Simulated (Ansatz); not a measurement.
A single point on C3H4FN, SMILES `N=C=CCF`.

```yaml
crystal:
  periodic: [false, false, false]
  atoms:
    - {symbol: N, position_ang: [0.445670, 2.098117, -0.864396]}
    - {symbol: C, position_ang: [0.486303, 0.925603, -0.540221]}
    - {symbol: C, position_ang: [0.589305, -0.297776, -0.093149]}
    - {symbol: C, position_ang: [-0.464773, -0.961781, 0.733231]}
    - {symbol: F, position_ang: [-1.606904, -0.194251, 0.782178]}
    - {symbol: H, position_ang: [0.012851, 2.298554, -1.764178]}
    - {symbol: H, position_ang: [1.479035, -0.864272, -0.344117]}
    - {symbol: H, position_ang: [-0.729204, -1.936976, 0.309423]}
    - {symbol: H, position_ang: [-0.123883, -1.113619, 1.764130]}
basis:
  gaussian: {orbitals: def2-TZVPP}
hamiltonian: {xc: pbe}
correlation: {method: rpa}
```

```sh
$ ansatz run in.yaml --threads 2 --pin off --events-out ev --progress --plain --max-ram 4352MiB
```

Shortened log:

```
Functional definition: PBE
1294 factors; integrals over basis functions are off by at most 9.9e-4 eV
mean field evaluation 1: about -7365.8825 eV, gradient 6.8e1 eV
mean field evaluation 2: about -7365.8769 eV, gradient 6.8e1 eV
mean field evaluation 4: about -7375.5357 eV, gradient 1.5e1 eV
mean field evaluation 8: about -7376.0088 eV, gradient 1.5e-1 eV
mean field evaluation 16: about -7376.0082 eV, gradient 3.2e-4 eV
mean field -7376.00818648 eV, -271.0633012152 hartree, gradient 3.5e-6 eV, S^2 0.000000; 0 other end points of the search recorded, 0 dependent functions left out
5 core orbitals not correlated: weight in the atoms' cores, before any rotation towards them, 1.000 or more for the frozen orbitals, at most 0.000 for the correlated occupied ones
reference -7342.08595858 eV, -269.8166823332 hartree; 14, 14 occupied and 192, 192 virtual orbitals, 1294 factors
Total energy: -7381.54702006 eV, -271.2668495949 hartree
```

It took 4.8 s on 2 threads of an Arm Neoverse V2 on a shared host, with 0.42 GiB of host memory at the peak.
